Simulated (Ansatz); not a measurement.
# Two structures, one formula

The two ends of one reaction step of SiNH6Cl, singlet (PBE0-D4/def2-TZVP).

A:

```
atom    x (Å)    y (Å)    z (Å)
 Si1  -1.1122   0.1158  -0.9275
 Cl2   0.6087   0.0531  -2.0679
  H3  -2.2126   0.2334  -1.9211
  H4  -1.1271   1.3181  -0.0699
  H5  -1.2905  -1.1459  -0.1808
  H6   1.5517  -0.9641   0.9048
  N7   1.0460  -0.1210   1.1482
  H8   1.6673   0.6586   0.9691
  H9   0.8687  -0.1479   2.1450
```

B:

Si1  (-1.115, 0.312, 0.025)
Cl2  (2.094, -1.427, -1.570)
H3  (-1.085, 1.027, -1.272)
H4  (-1.983, 1.062, 0.973)
H5  (-1.641, -1.065, -0.127)
H6  (1.428, -0.736, -0.642)
N7  (0.545, 0.166, 0.565)
H8  (1.066, 1.031, 0.638)
H9  (0.692, -0.370, 1.411)
(Å)

Ansatz 0.2.0; basis: def2-TZVPP; cores frozen in the correlated methods. B3LYP uses VWN-RPA correlation.

**Question.** Which structure is lower at CCSD(T), and by how much? (An estimate is asked for; the value comes from the calculation.)

**Answer.** Computed: A, by 8.69 kcal/mol (electronic energy, against the other). By their contacts, A is a complex of SiH₃Cl ([SiH3][Cl]) + NH₃ and B is a complex of SiNH₅ ([NH2][SiH3]) + HCl.

All methods give the same order:

```
      method  E(B) − E(A) (kcal/mol)
       SPW92                    4.28
      PBE-D4                    7.36
     BLYP-D4                    7.14
   r2SCAN-D4                    8.01
      B97M-V                    9.91
     PBE0-D4                    8.28
    B3LYP-D4                    7.89
  r2SCAN0-D4                    8.71
    BHLYP-D4                    9.22
CAM-B3LYP-D4                    7.56
     wB97X-V                    9.28
     wB97M-V                    9.90
      B2PLYP                    8.16
    PBE-QIDH                    8.75
  RPA on PBE                    8.76
          HF                   11.55
         MP2                    8.50
        CCSD                    9.12
     CCSD(T)                    8.69
```

The T1 diagnostic stays at or below 0.009.

Labels in which every atom is bracketed show which atoms are joined, not bond orders.

For scale, one of the runs: CCSD(T)/def2-TZVPP, 199 basis functions, launched by `ansatz run in.yaml --threads 2 --pin off --events-out ev --progress --plain --max-ram 4352MiB`. The run took 32 s on 2 CPU threads of an Intel Xeon Platinum 8488C (shared host), with 2.2 GiB of host memory at its peak.
